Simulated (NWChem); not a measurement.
Correlation energy of ethylene (C2H4)

```
C
C 1 1.3406
H 1 1.1026 2 121.77
H 1 1.1026 3 116.47 2 180.00
H 2 1.1026 1 121.77 3 180.00
H 2 1.1026 5 116.47 1 180.00
```
Charge 0, spin multiplicity 1.

The numbers come from NWChem runs, not from measurements. The geometry was optimised at PBE/def2-SVP, a minimum by its harmonic frequencies.

Basis set: STO-3G. Each correlation energy counts from its own Hartree-Fock reference.

The correlated methods keep 2 core orbitals frozen. Coupled-cluster values serve here as a point of comparison, not as the truth.

Problem. One of these methods gave a correlation energy of -164.1 mHa. Which?
A. MP2
B. CCSD
C. SCS-MP2

Solution. B, CCSD. The others give -135.6 (SCS-MP2), -124.7 (MP2).
